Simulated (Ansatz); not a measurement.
```yaml
crystal:
  periodic: [false, false, false]
  atoms:
    - {symbol: N, position_ang: [-2.071206, -0.234407, -0.002551]}
    - {symbol: Ga, position_ang: [-0.374915, 0.177294, 0.001393]}
    - {symbol: Si, position_ang: [2.063800, -0.340725, -0.002305]}
    - {symbol: H, position_ang: [-2.789764, 0.487356, 0.003341]}
basis:
  gaussian: {orbitals: def2-TZVP}
magnetization: {spin_polarized: true, initial_magnetization: 1}
hamiltonian: {xc: pbe0}
relax: {f_tol: 0.004, max_steps: 80}
```

```sh
$ ansatz run in.yaml --threads 1 --pin off --events-out ev --progress --plain --max-ram 2176MiB
```

Steps of the relaxation (energy above the last step; positions in Å, forces in eV/Å):

```
4
step 1, 133.9 meV
N    -2.071   -0.234   -0.003   -0.172    0.130    0.001
Ga   -0.375    0.177    0.001    1.083   -0.425   -0.003
Si    2.064   -0.341   -0.002   -0.917    0.305    0.002
H    -2.790    0.487    0.003    0.006   -0.010    0.000
```

```
4
step 2, 13.2 meV
N    -2.089   -0.230   -0.003   -0.339    0.058    0.000
Ga   -0.347    0.009    0.000    0.436   -0.036    0.000
Si    2.003   -0.247   -0.002   -0.251    0.059    0.000
H    -2.739    0.558    0.004    0.154   -0.081   -0.001
```

```
4
step 3, 4.3 meV
N    -2.095   -0.231   -0.003   -0.204   -0.017    0.000
Ga   -0.338   -0.034    0.000    0.041    0.037    0.000
Si    1.981   -0.222   -0.001    0.040    0.006    0.000
H    -2.719    0.577    0.004    0.123   -0.026    0.000
```

```
4
step 6, 0.0 meV
N    -2.120   -0.252   -0.003   -0.005   -0.002    0.000
Ga   -0.350   -0.065   -0.001   -0.002    0.000    0.000
Si    1.975   -0.197   -0.001    0.003    0.001    0.000
H    -2.677    0.604    0.004    0.004    0.001    0.000
```

```
4
step 7, 0.0 meV
N    -2.122   -0.253   -0.003    0.001   -0.001    0.000
Ga   -0.351   -0.068   -0.001    0.000    0.000    0.000
Si    1.975   -0.195   -0.001   -0.001    0.000    0.000
H    -2.674    0.606    0.004    0.000    0.001    0.000
```

Close pairs at the end: N1–H4 1.021 Å, N1–Ga2 1.781 Å, Ga2–Si3 2.329 Å.

A stationary point of unrestricted PBE0 after 7 steps, with ⟨S²⟩ = 1.299 against 0.75 for a pure state; no frequencies were run, so it isn't proven a minimum. 2.6 min on 1 thread of Arm Neoverse V1, shared host.
